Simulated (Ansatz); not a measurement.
hcp Re was calculated with RPBE (plane waves, PAW; Ansatz, a quantum-chemistry and plane-wave program).

Settings: plane-wave cutoff 520 eV, 24×24×12 k mesh (along the axes of the cell as run), Fermi–Dirac smearing 0.05 eV, no spin polarisation, scalar-relativistic PAW data made under PBE.

Computed at the level's own relaxed cell.

Task: Estimate the pressure derivative B′ of the bulk modulus, volume per atom and lattice parameter a that the calculation returns.

Result: 
* **pressure derivative B′ of the bulk modulus**: 4.5
* **volume per atom**: 15.11 Å³/atom
* **lattice parameter a**: 2.785 Å

The run finds no gap.

Measured, for comparison: lattice constant a 2.761 Å (293 K, not corrected to a static lattice; as tabulated in Wikipedia's data pages). Computed (rounded) less measured: lattice constant a +0.9 %.

Note: the bulk modulus comes from volumes at which shape and atoms were relaxed.

Spin–orbit coupling is not included.
